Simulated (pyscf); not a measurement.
Thermochemistry of product channels of HN=SiH₂ + H• on the doublet surface, in kcal/mol, from ωB97M-D3(BJ)/def2-TZVP energies (ideal gas, 1 atm, RRHO with modes under 100 cm⁻¹ raised to 100, one conformer, R ln 2 for chiral ones without a mode under 150 cm⁻¹). PySCF, gas phase, ωB97X-D3(BJ)/def2-SVP geometries.

```csv
products,ΔE,ΔH(298 K),ΔG(900 K),ΔG(1200 K)
[N=SiH₂]• + H₂,+6.1,+5.2,+2.3,+1.6
[HN=SiH]• + H₂,[?],-22.1,-26.2,[?]
```

Problem. Some entries are withheld; supply them.

Solution. 
- [HN=SiH]• + H₂, ΔE: -22.6
- [HN=SiH]• + H₂, ΔG(1200 K): -27.3

These are energies of the channels, which say nothing of barriers. HN=SiH₂ lies 18.2 kcal/mol over its isomer H₂N–SiH: [singlet] (electronic energy, ωB97M-D3(BJ)).
